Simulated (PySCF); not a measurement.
# Excitation energies in several basis sets

Compound: benzoquinone, C6H4O2.
SMILES: `O=C1C=CC(=O)C=C1`

TDDFT with PBE0 (PySCF), vertical singlets, core orbitals frozen in the response, spherical d and f functions. Geometry: PBE0-D3(BJ)/def2-SVP; no solvent, vibrations or thermal averaging.

**Question.** How do the low singlets change with the basis? Take 6-31G*, def2-SVP, 6-31+G*, def2-SVPD, aug-cc-pVDZ and def2-TZVP.

**Answer.** 

```csv
basis,functions,diffuse,S1 (eV),S2 (eV),S3 (eV),S4 (eV),S5 (eV),LUMO (eV),α (au)
6-31G*,120,no,2.55,2.78,4.01,5.13,5.70,-3.39,62.4
def2-SVP,132,no,2.52,2.77,4.05,5.14,5.59,-3.57,64.4
6-31+G*,152,yes,2.58,2.82,3.95,5.05,5.66,-3.72,73.6
def2-SVPD,198,yes,2.56,2.82,3.95,5.06,5.60,-3.78,75.9
aug-cc-pVDZ,220,yes,2.57,2.81,3.95,5.05,5.56,-3.69,77.0
def2-TZVP,272,no,2.56,2.81,3.96,5.07,5.57,-3.66,72.9
```

States are compared by their number. Against the largest diffuse basis here (aug-cc-pVDZ, itself not a converged limit), sets without diffuse functions differ by up to 0.05 eV in S1 and 0.14 eV in S5; the smaller diffuse sets differ by up to 0.02 and 0.10 eV. State by state, the largest deviation of a set without diffuse functions is S1 0.05, S2 0.03, S3 0.09, S4 0.09, S5 0.14 eV. The same number needn't mean the same state in each row. Against aug-cc-pVDZ the polarisability deviates by -19% in 6-31G*, -16% in def2-SVP, -4% in 6-31+G*, -2% in def2-SVPD, -5% in def2-TZVP. A single + in a Pople set puts diffuse functions on heavy atoms only.
